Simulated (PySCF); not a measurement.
Gas-phase reaction: 2 CH₃SiHCl₂ ⇌ (CH₃)₂Si + HCl + SiHCl₃

Energies from PySCF, thermal terms from the rigid-rotor harmonic-oscillator model, ideal gas at 1 bar. † marks an energy on the PBE0/def2-TZVP geometry and frequencies; other levels use their own. 6-31G* has spherical d functions here. All species are closed-shell singlets. B3LYP is the form with VWN-RPA correlation. (CH₃)₂Si: computed as isolated molecules; such fragments, hydroxides, amides, oligomers or adducts are transient or little studied in the gas.

```json
[
 {"level": "B3LYP/def2-TZVP†", "ΔH°(298 K), kJ": "[?]"},
 {"level": "BLYP/def2-TZVP†", "ΔH°(298 K), kJ": "[?]"},
 {"level": "HF/6-31G*", "ΔH°(298 K), kJ": "352"},
 {"level": "HF/def2-TZVP†", "ΔH°(298 K), kJ": "348"},
 {"level": "PBE/def2-TZVP†", "ΔH°(298 K), kJ": "332"},
 {"level": "ωB97X-V/def2-TZVP†", "ΔH°(298 K), kJ": "[?]"}
]
```

### Question
Some entries are withheld; supply them.

### Answer

- B3LYP/def2-TZVP†, ΔH°(298 K), kJ: 330
- BLYP/def2-TZVP†, ΔH°(298 K), kJ: 311
- ωB97X-V/def2-TZVP†, ΔH°(298 K), kJ: 359
